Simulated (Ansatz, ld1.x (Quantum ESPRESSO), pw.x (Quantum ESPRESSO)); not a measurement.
# Equation-of-state test of one ultrasoft potential (C)

C (Z = 6), ultrasoft, made with ld1.x (Quantum ESPRESSO) 7.5 (LDA (PW92), scalar-relativistic). Core [He], reference 2s1.5 2p2.5. Waves: 2s (bound): rcut 1.05, rcutus 1.35 bohr; 2s channel at -0.6 Ry: rcut 1.05, rcutus 1.35 bohr; 2p (bound): rcut 2.40, rcutus 2.95 bohr; 2p channel at 4.7 Ry: rcut 2.40, rcutus 2.95 bohr; 3d channel at 0.4 Ry: rcut 2.20, rcutus 2.85 bohr; 3d channel at 0.95 Ry: rcut 2.20, rcutus 2.85 bohr. Local part: all-electron potential smoothed inside 1.05 bohr (lloc = -1). Core correction: none. Augmentation charge: PSQ, inside the norm-conserving radii.

Crystal test: fcc C in pw.x 7.5, no spin, 18³ k-points, Fermi–Dirac smearing 0.01 Ry, cutoffs 40/340 Ry. The reference is all-electron LAPW (Ansatz 0.2.0) with the same functional, mesh and smearing; V0 and B0 come from Birch–Murnaghan fits to the pressures at five volumes. Errors are pseudo minus all-electron; Δ is the rms difference of the E(V) curves that follow from these fits, minima aligned, over ±6 % about the mean V0. Mesh and smearing are coarse, so the numbers serve the comparison and aren't converged zero-temperature values; the lattice is a test structure that the element need not adopt.

All-electron: a0 = 3.017 Å (V0 = 6.86 Å³/atom), B0 = 179.7 GPa.

Problem. How far does the potential miss the all-electron equation of state?

Solution. mean pressure error (GPa): +90.86. The pressure does not cross zero within the volumes sampled, so no fit is given. The largest radius (2.95 bohr) exceeds half the bond length (2.03 bohr), so the spheres overlap, which is one possible source of error among others. This is a poor potential for the solid. Atomic configuration tests: 1 of 9 tests not solved or not reliable. The logarithmic derivative shows an extra or strongly shifted pseudo pole above the reference energy (d near 1.17 Ry).

```json
{"V (Å³/atom)": "6.669", "P all-electron (GPa)": "5.47", "P pseudo (GPa)": "108.26"}
{"V (Å³/atom)": "6.845", "P all-electron (GPa)": "0.53", "P pseudo (GPa)": "96.94"}
{"V (Å³/atom)": "7.020", "P all-electron (GPa)": "-3.87", "P pseudo (GPa)": "86.56"}
{"V (Å³/atom)": "7.196", "P all-electron (GPa)": "-7.78", "P pseudo (GPa)": "77.14"}
{"V (Å³/atom)": "7.371", "P all-electron (GPa)": "-11.27", "P pseudo (GPa)": "68.51"}
```

Problem. At the middle volume, how do free energy and pressure move when the wave cutoff is lowered (ecutrho held at 340 Ry)?

Solution.

| cutoff (Ry) | shift of F (meV/atom) | shift of P (GPa) |
| --- | --- | --- |
| 18 | +141.2 | -2.15 |
| 24 | +51.6 | -0.83 |
| 32 | +13.1 | -0.28 |

Input at the middle volume:

```
&control
  calculation='scf', prefix='x', pseudo_dir='./', outdir='./tmp', tstress=.true., disk_io='low'
/
&system
  ibrav=0, nat=1, ntyp=1, ecutwfc=40, ecutrho=340, nbnd=9,
  occupations='smearing', smearing='fd', degauss=0.01
/
&electrons
  conv_thr=1e-09, mixing_beta=0.4, electron_maxstep=70
/
ATOMIC_SPECIES
C 1.0 C.UPF
CELL_PARAMETERS angstrom
  0.00000000 1.51973911 1.51973911
  1.51973911 0.00000000 1.51973911
  1.51973911 1.51973911 0.00000000
ATOMIC_POSITIONS crystal
C 0.0000 0.0000 0.0000
K_POINTS automatic
18 18 18 0 0 0
```

```bash
pw.x < C.scf.in > C.scf.out
```

Lines of the output:

```
Message from routine setup:
     using ibrav=0 with symmetry is DISCOURAGED, use correct ibrav instead
     lattice parameter (alat)  =       4.0615  a.u.
     unit-cell volume          =      47.3733 (a.u.)^3
     number of electrons       =         4.00
     number of Kohn-Sham states=            9
     kinetic-energy cutoff     =      40.0000  Ry
     charge density cutoff     =     340.0000  Ry
     scf convergence threshold =      1.0E-09
     Exchange-correlation= PW
     number of k points=   195  Fermi-Dirac smearing, width (Ry)=  0.0100
     iteration #  1     ecut=    40.00 Ry     beta= 0.40
     c_bands:  1 eigenvalues not converged
     c_bands:  1 eigenvalues not converged
     c_bands:  1 eigenvalues not converged
     c_bands:  1 eigenvalues not converged
     total energy              =     -10.91706574 Ry
     estimated scf accuracy    <       0.00649852 Ry
     iteration #  2     ecut=    40.00 Ry     beta= 0.40
     c_bands:  1 eigenvalues not converged
     total energy              =     -10.91736911 Ry
     estimated scf accuracy    <       0.00140268 Ry
     iteration #  3     ecut=    40.00 Ry     beta= 0.40
     total energy              =     -10.91795794 Ry
     estimated scf accuracy    <       0.00007017 Ry
     iteration #  4     ecut=    40.00 Ry     beta= 0.40
     c_bands:  1 eigenvalues not converged
     c_bands:  1 eigenvalues not converged
     c_bands:  1 eigenvalues not converged
     [... 2 repeated lines left out ...]
     total energy              =     -10.91828691 Ry
     estimated scf accuracy    <       0.00000885 Ry
     iteration #  5     ecut=    40.00 Ry     beta= 0.40
     total energy              =     -10.91829831 Ry
     estimated scf accuracy    <       0.00000479 Ry
     iteration #  6     ecut=    40.00 Ry     beta= 0.40
     total energy              =     -10.91829936 Ry
     estimated scf accuracy    <       0.00000018 Ry
     iteration #  7     ecut=    40.00 Ry     beta= 0.40
     total energy              =     -10.91830026 Ry
     estimated scf accuracy    <          1.9E-09 Ry
     iteration #  8     ecut=    40.00 Ry     beta= 0.40
     the Fermi energy is    11.3451 ev
!    total energy              =     -10.91830028 Ry
     estimated scf accuracy    <          7.5E-10 Ry
     smearing contrib. (-TS)   =      -0.00167336 Ry
     The total energy is F=E-TS. E is the sum of the following terms:
     one-electron contribution =       4.64168711 Ry
     hartree contribution      =       0.43714652 Ry
     xc contribution           =      -3.22377093 Ry
     ewald contribution        =     -12.77168961 Ry
     convergence has been achieved in   8 iterations
          total   stress  (Ry/bohr**3)                   (kbar)     P=      865.63
```

The run at the middle volume (195 k-points, 8 iterations) took about 9.1 s on one core of a shared host (Neoverse-V2, 96 threads, 742 GiB, load 50).
